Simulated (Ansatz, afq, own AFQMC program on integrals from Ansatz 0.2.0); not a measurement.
Integrals from Ansatz 0.2.0, then the random walk in our own AFQMC program (afq).

```yaml
crystal:
  periodic: [false, false, false]
  atoms:
    - {symbol: Ga, position_ang: [0.000000, 0.000000, 0.000000]}
    - {symbol: Li, position_ang: [0.000000, 0.000000, 2.808800]}
basis:
  gaussian: {orbitals: aug-cc-pVDZ}
magnetization: {spin_polarized: false}
correlation: {method: ccsd_t, electrons: outside_noble_gas, hamiltonian_folder: ham}
```

```sh
$ ansatz run in.yaml --threads 1 --pin off --events-out ev --progress --plain --max-ram 1382MiB
```

afq runs on the folder ham with

```
--method free --trial cid --walkers 50 --time-step 0.01 --max-blocks 60 --target-error 0.00048 --factor-cut 1e-06 --seed 5230 --times 0.0,0.4,0.8,1.6,2.4 --taylor-order 10
```

Times are imaginary, in 1/Eh. The walk had a cap of 223 s. Filled inner d shells are frozen with the cores.

afq prints:

```
orbitals 44  electrons 2 2  factors 375 of 609
reference energy -1930.62674877 Eh
CCSD correlation -0.07379953 Eh in 13 cycles, weight of the determinant in the CISD state 0.8667
repeat  energy at the last time / Eh  error
    10  -1930.702505  0.000228
    20  -1930.702574  0.000204
    30  -1930.702605  0.000145
time / (1/Eh)  energy / Eh  error  mean overlap
  0.00  -1930.700626  0.000101  1.1425
  0.40  -1930.701552  0.000151  1.1566
  0.80  -1930.701981  0.000148  1.1621
  1.60  -1930.702524  0.000116  1.1587
  2.40  -1930.702606  0.000140  1.1560
energy -1930.702606 +/- 0.000140 Eh
```

The run passed its tests (error under three times the target), which doesn't prove that it has relaxed.

Against this walk (error 3.8 meV) on the same determinant: CCSD(T) 0.3 meV lower (within the noise), CCSDT(Q) 21.9 meV lower, full CI 24.2 meV lower. The error is statistical, and a free projection of finite length keeps a remainder of its start. The projection is still falling at its last time (meV from the last point: 54 ± 3 at 0.00, 29 ± 4 at 0.40, 17 ± 4 at 0.80, 2 ± 3 at 1.60, 0 ± 4 at 2.40), so its energy is a cut-off value, and the gaps above aren't errors of the other methods. Full CI is exact here, so the walk's 24 meV above it is the walk's own error: what remains of the start.

Cautions: remainder of the start not in the error; no relativity below Rb; no spin-orbit coupling; inner d shell frozen; restricted determinant unstable towards unrestricted (UHF 296 meV lower, ⟨S²⟩ 0.84); raised T1 diagnostic (T1 0.023, weight of the determinant 0.87, largest double 0.06).

The walk took 47 s on 1 thread of Arm Neoverse V1, on a shared host. The log's last line is the free-projection energy.

CCSDT and higher add their correlation energy to the determinant of the CCSD(T) run, since their own runs factorise the integrals more tightly (a shift of under 2 meV). A walk keeps the symmetry of its determinant, which the program's search chose and which needn't be the lowest solution, so a lower state of the same spin and another symmetry isn't excluded.
